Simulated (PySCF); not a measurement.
# Spin-Hamiltonian simulation

Molecule: `FCC#CC`, C$_{4}$H$_{5}$F.

Geometry:
| atom | x (Å) | y (Å) | z (Å) |
| --- | --- | --- | --- |
| C1 | -1.997 | 0.133 | -0.252 |
| C2 | -0.560 | -0.024 | -0.113 |
| C3 | 0.641 | -0.147 | -0.002 |
| C4 | 2.082 | -0.309 | 0.141 |
| F5 | 2.774 | 0.796 | -0.289 |
| H6 | -2.443 | -0.725 | -0.779 |
| H7 | -2.231 | 1.040 | -0.831 |
| H8 | -2.488 | 0.223 | 0.729 |
| H9 | 2.337 | -0.491 | 1.200 |
| H10 | 2.421 | -1.183 | -0.442 |

Relativity neglected, fast rotation and ring inversion assumed for equivalent nuclei, one computed conformer, no solvent model. Coordinates at the PBE0-D3(BJ)/def2-SVP level; GIAO HF/pcSseg-2 shieldings; J: B3LYP/pcJ-1 (spin–dipole term only in couplings to heteroatoms); PySCF.

Referencing at the same level of theory: TMS for 1H.

Shifts (ppm): F5 -192.2, H6/H7/H8 1.90, H9/H10 4.55.
Couplings (Hz): F5–H6, F5–H7, F5–H8: 9.3; F5–H9, F5–H10: 55.2; H6–H7, H6–H8, H7–H8: -18.2; H6–H9, H6–H10, H7–H9, H7–H10, H8–H9, H8–H10: 3.4; H9–H10: -17.2.

The 6-spin Hamiltonian (Zeeman plus full scalar coupling among like nuclei) was diagonalised exactly; lines are Lorentzian, 0.7 Hz wide, and the maxima above 3 % are listed with the tallest set to 100.

Question: Give the 1H peak list of this spin system at 60 MHz.

Answer: 
Hz from δ = 0 (height): 305.8 (16), 302.4 (49), 298.9 (51), 295.6 (18), 250.6 (16), 247.2 (48), 243.8 (50), 240.4 (18), 122.0 (52), 118.6 (100), 115.2 (50), 112.7 (54), 109.3 (100), 105.9 (47)

Question: And at 600 MHz?

Answer: 
δ in ppm (height): 4.605 (17), 4.599 (50), 4.593 (50), 4.588 (17), 4.513 (17), 4.507 (50), 4.501 (50), 4.496 (17), 1.913 (51), 1.908 (100), 1.902 (52), 1.898 (52), 1.892 (100), 1.887 (50)

Question: Among coupled protons with different shifts, which pair is furthest from first order, and how does the field change that?

Answer: H6 and H9: Δν/J is about 46.8 at 60 MHz (close to first order) and 467.6 at 600 MHz (close to first order). J in Hz doesn't depend on the field, while Δν in Hz grows in proportion to it.
